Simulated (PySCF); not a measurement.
# C4H6O2: the cost of one run

Computed with PySCF 2.14.0, with density-fitted response routines of our own, on a single molecule, in the gas phase or a continuum. Atoms count from 0, in the outputs and in this text.

**1. The molecule as given**

12 atoms, charge 0, multiplicity 1; geometry from: GFN2-xTB. The atoms were then displaced at random by about 0.01 Å, so the start is not that level's minimum.

Bonds of the start (Å): O0–C1 1.21, C1–O2 1.33, C1–C3 1.44, C3–C4 1.54, C4–C5 1.50, C5–C3 1.53, O2–H6 0.99, C3–H7 1.08, C4–H8 1.05, C4–H9 1.09, C5–H10 1.06, C5–H11 1.07.

**2. Relaxing the molecule at PBE0-D3(BJ)/def2-TZVP**

What the job is given:

```
{"job": {"xc": "PBE0", "basis": "def2-TZVP", "d3": "d3bj", "grid": 2, "shake": 0.01, "kind": "geom"}, "charge": 0, "multiplicity": 1}
O      1.594430    -0.289640    -1.161710
C      1.251400    -0.166880    -0.011060
O      2.134370    -0.226290     0.981080
C     -0.082520     0.041760     0.494950
C     -1.248340    -0.610020    -0.281370
C     -1.059100     0.871700    -0.349110
H      3.054480    -0.358160     0.628090
H     -0.166670     0.109220     1.570190
H     -0.968740    -1.186440    -1.112150
H     -2.074780    -1.003190     0.307550
H     -0.655710     1.271030    -1.250150
H     -1.739130     1.518630     0.174680
```

Launch:

```console
> OMP_NUM_THREADS=2 python probes_run.py task.json out
```

This one command runs all jobs of the session in turn.

**Question.** How long does this first job take on 2 threads of Intel Xeon Platinum 8488C, shared host, and how much memory does it need?

About 84 s, with a peak of 1.1 GiB.
